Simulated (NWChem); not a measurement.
# Correlation energy of B (+1)

```
B
```
Charge +1, spin multiplicity 1.

Everything below was run with NWChem.

Basis set: cc-pVQZ. Each correlation energy counts from its own Hartree-Fock reference.

The correlated methods keep 1 core orbital frozen. Coupled-cluster values serve here as a point of comparison, not as the truth.

Order these methods by the correlation energy they give, lowest first: CR-CCSD(T), RI-MP2, SCS-MP2.

CR-CCSD(T) (-61.0 mHa), SCS-MP2 (-45.7 mHa), RI-MP2 (-38.0 mHa)
